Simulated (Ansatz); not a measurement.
## AsH⁺, doublet in aug-cc-pVDZ: errors against full CI

Geometry: that of the AsH, singlet, kept fixed.

```xyz
2

As    0.0000    0.0000    0.0000
H     0.0000    0.0000    1.5294
```

Basis aug-cc-pVDZ; Ansatz 0.2.0. Correlated methods freeze the noble-gas cores and the filled d shells of p-block atoms, which leaves 5 electrons in 31 orbitals. Prefix R: restricted or restricted open-shell reference; prefix U: unrestricted. Active spaces: valence = (5e, 5o) chosen from the atoms' valence shells. No spin–orbit coupling is included, and no scalar relativity.

Full CI is exact within this basis and frozen core; it isn't the basis-set limit. The frozen core follows each run's orbitals, which can shift R against U totals by a few meV for light atoms and by up to 0.1 eV past Ca.

For open shells CISD and CISDTQ are restricted-active-space CI with the open shells as a complete middle space.

The UHF ⟨S²⟩ is 0.761 and the T1 diagnostic (RCCSD) is 0.0193. The largest doubles amplitude (RCCSD) is 0.067.

```
   level  E − E(RHF) (eV)
    RMP2          -1.9061
   RCCSD          -2.5155
RCCSD(T)          -2.5610
```

Estimate how far full CI in aug-cc-pVDZ lies from RCCSD(T). The table doesn't fix it; the size of (T) and the diagnostics are the guide.

Full CI in aug-cc-pVDZ lies 14 meV below RCCSD(T), which is 30 % of the (T) step (-45 meV). The diagnostics give no warning, yet the rest is a sizeable part of (T).

The other levels:

```json
{"level": "CISD", "E − E(full CI) (meV)": "121", "share of correlation (%)": "95.32", "wall time": "0.91 s"}
{"level": "BCCD(T)", "E − E(full CI) (meV)": "14", "share of correlation (%)": "99.46", "wall time": "1.2 s"}
{"level": "RCCSDT", "E − E(full CI) (meV)": "1", "share of correlation (%)": "99.95", "wall time": "–"}
{"level": "CISDTQ", "E − E(full CI) (meV)": "1", "share of correlation (%)": "99.97", "wall time": "3.6 s"}
{"level": "RCCSDT(Q)", "E − E(full CI) (meV)": "0", "share of correlation (%)": "100.00", "wall time": "3.5 s"}
{"level": "CASSCF (valence space)", "E − E(full CI) (meV)": "1611", "share of correlation (%)": "37.42", "wall time": "–"}
{"level": "NEVPT2 (valence space)", "E − E(full CI) (meV)": "438", "share of correlation (%)": "82.99", "wall time": "1.2 s"}
{"level": "MRCISD (valence space)", "E − E(full CI) (meV)": "52", "share of correlation (%)": "97.98", "wall time": "–"}
{"level": "MRCISD+Q (valence space)", "E − E(full CI) (meV)": "-6", "share of correlation (%)": "100.23", "wall time": "1.4 s"}
```

The correlation energy at full CI, counted from RHF, is -2.575 eV. That run took 6.5 s on 1 thread of Arm Neoverse V2, shared host over 522,431 determinants.

Run but not shown, since their state or frozen core can't be matched to the reference's or they repeat it: UHF, UMP2, UCCSD, UCCSD(T), UCCSDT, UCCSDT(Q).

Times hold each run's SCF and search for its determinant on a shared host, so for small cases they say little of a method's own cost; they ran on 1 thread of Arm Neoverse V2.

Not variational, and here over 5 meV under the exact energy: MRCISD+Q (valence space).

The full-CI state has the irrep B1 of C2v, in the program's axes (one component, if the state is degenerate).

Natural occupations of full CI about the gap: 1.955 1.920 0.989 0.045 0.038 0.011 0.009 0.008 0.007 0.004; effectively unpaired electrons, Σ n²(2−n)², 1.05.
